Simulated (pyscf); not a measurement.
# Four-centre exchange: `[OH][Hf]([OH])([OH])[OH]` + `[NH3]` → `[OH2]` + `[NH2][Hf]([OH])([OH])[OH]`

Gas phase, singlet surface, charge 0. Bonds broken: O1–Hf2, N10–H11. Bonds formed: O1–H11, Hf2–N10. Optimised with ωB97X-D3(BJ)/def2-SVP in PySCF.

Transition state (Å):

```xyz
13

O      0.4670     1.9687     0.1618
Hf    -0.5215    -0.0232     0.4899
O      1.0884    -0.7335    -0.4038
O     -2.0703     0.4856    -0.5826
O     -1.1223    -1.6289     1.4046
H      1.3685     1.9926    -0.1788
H      1.3893    -1.6334    -0.5504
H     -2.3296     1.0304    -1.3268
H     -1.4639    -2.3546     1.9213
N     -0.1974     1.2019     2.3249
H      0.3698     1.9234     1.3146
H     -0.9944     1.6411     2.7863
H      0.4023     0.8321     3.0625
```

One imaginary mode, 885i cm⁻¹; descent along it reached the two sides named, in the forms told below.

| bond | change | reactant side (Å) | saddle | product side |
|---|---|---|---|---|
| O1–Hf2 | breaks | 1.993 | 2.248 | 2.408 |
| N10–H11 | breaks | 1.020 | 1.365 | 2.476 |
| O1–H11 | forms | 2.589 | 1.158 | 0.968 |
| Hf2–N10 | forms | 2.407 | 2.230 | 2.077 |

Electronic energies relative to the separated reactants (kJ/mol):

| level | barrier | reaction energy | reverse barrier |
|---|---|---|---|
| ωB97X-D3(BJ)/def2-TZVP | 25.2 | +68.0 | -42.9 |
| PBE/def2-TZVP | 25.1 | +67.7 | -42.6 |
| r²SCAN/def2-TZVP | 24.5 | +72.1 | -47.6 |
| B3LYP-D3(BJ)/def2-TZVP | 34.1 | +70.5 | -36.4 |
| PBE0-D3(BJ)/def2-TZVP | 24.3 | +67.2 | -42.9 |
| M06-2X/def2-TZVP | 23.3 | +67.3 | -44.0 |
| ωB97M-D3(BJ)/def2-TZVP | 37.4 | +71.3 | -33.8 |
| HF/def2-TZVP | 93.7 | +78.5 | 15.2 |

With ωB97M-D3(BJ)/def2-TZVP energies and thermal terms (ideal gas, 1 atm, RRHO with modes under 100 cm⁻¹ raised to 100, one conformer, R ln 2 for chiral ones without a mode under 150 cm⁻¹), in kJ/mol:

```csv
T (K),ΔH‡,ΔG‡,ΔH,ΔG
298,31.1,77.0,+69.2,+63.7
600,31.5,123.6,+70.1,+57.8
900,34.3,169.1,+70.7,+51.6
1200,37.7,213.6,+71.0,+45.2
```

On the reactant side the descent ends in an adduct with a Hf–N contact, 93.1 kJ/mol under the separated species and 118.3 kJ/mol under the saddle at ωB97X-D3(BJ)/def2-TZVP. On the product side the descent ends in an adduct with a Hf–O contact, 65.2 kJ/mol under the separated species and 22.3 kJ/mol under the saddle at ωB97X-D3(BJ)/def2-TZVP. At ωB97X-D3(BJ)/def2-TZVP, PBE, r²SCAN, B3LYP-D3(BJ), PBE0-D3(BJ), M06-2X, ωB97M-D3(BJ) the saddle lies under the separated products, which points to a path from their complex (located at ωB97X-D3(BJ) alone), and parting the products costs more than the saddle. What is counted as formed (Hf–N) is already present as a longer contact in the reactant adduct; forming that adduct is a step of its own. What is counted as broken (Hf–O) persists as a longer contact in the product adduct; parting that adduct is a step of its own. This is the saddle that the search found; another between the same sides may lie lower. Elements past Kr carry the def2 core potentials, without spin-orbit coupling.
